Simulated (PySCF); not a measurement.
2,2,2-trifluoroethylamine, C2H4F3N, SMILES NCC(F)(F)F, point group Cs.

Force field and properties: B3LYP/pcSseg-1 (PySCF, grid level 2). Vibrational terms come from second-order perturbation theory with semi-diagonal cubic constants, by steps of ±0.6 along the normal coordinates of each isotopologue. The parent has the commonest isotopes.

Equilibrium geometry (Å):

| atom | x | y | z |
| --- | --- | --- | --- |
| N1 | 0.3714 | -1.2036 | 3.0571 |
| C2 | 0.0080 | -0.4795 | 1.8570 |
| C3 | 0.6874 | 0.8699 | 1.6817 |
| F4 | 0.4040 | 1.7085 | 2.7062 |
| F5 | 2.0351 | 0.7485 | 1.6365 |
| F6 | 0.2982 | 1.4787 | 0.5418 |
| H7 | 0.1430 | -0.6663 | 3.8906 |
| H8 | 1.3713 | -1.3910 | 3.0814 |
| H9 | 0.2497 | -1.0776 | 0.9719 |
| H10 | -1.0722 | -0.2988 | 1.8421 |

Give the equilibrium and ground-state rotational constants (MHz) of parent; ²H at 9.


| species | Ae | Be | Ce | A0 | B0 | C0 | Δ0 (u Å²) | harmonic ZPE (cm⁻¹) |
| --- | --- | --- | --- | --- | --- | --- | --- | --- |
| parent | 5207.8 | 2760 | 2739.1 | 5171.7 | 2736.5 | 2715.1 | -96.266 | 15363 |
| ²H at 9 | 5056 | 2742.4 | 2687.2 | 5021.2 | 2718.8 | 2664 | -96.825 | 14624 |

Δ0 = Ic − Ia − Ib from the ground-state constants.

How is the parent's vibrational correction B0 − Be made up?


| axis | harmonic | Coriolis | cubic | total (MHz) |
| --- | --- | --- | --- | --- |
| a | 6.94 | -6.06 | -37 | -36.1 |
| b | 2.4 | -1.74 | -24.2 | -23.6 |
| c | 2.78 | -1.15 | -25.6 | -24 |

And its quartic centrifugal distortion constants from the harmonic force field?

Asymmetric top, A reduction, Ir representation: ΔJ = 0.467 kHz, ΔJK = 3.38 kHz, ΔK = -2.51 kHz, δJ = -0.00121 kHz, δK = 4.42 kHz.

A mode lies under 250 cm⁻¹, where this perturbation treatment is rough. Internal rotors are held in one well.
